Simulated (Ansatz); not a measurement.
Basis-set extrapolation for C3H3FO, SMILES `FC1=COC1` (PBE0-D4/def2-TZVP geometry, frozen core, Ansatz). Multiplicity 1, RHF reference.

```csv
,def2-TZVPP,def2-QZVPP
HF,-289.670243,-289.683051
MP2 correlation,-0.954786,-1.028169
CCSD(T) correlation,-1.012549,not run
```

Energies in hartree. Use E(X) = E(∞) + A·exp(−7.88·√X) for Hartree–Fock and E(X) = E(∞) + B·X^(−2.97) for correlation, with X = 3 and 4, and add CCSD(T) minus MP2 of the smaller set to the MP2 limit.

Q: What is the CCSD(T) energy at the basis-set limit?

A: HF limit: -289.683051 + (-0.012808) × 0.13774 = -289.68482. MP2 limit: -1.028169 + (-0.073383) × 0.74074 = -1.08253. Higher-order term: -1.012549 − (-0.954786) = -0.05776. Total: -290.82511 hartree, 373.7 kJ/mol below CCSD(T)/def2-TZVPP.
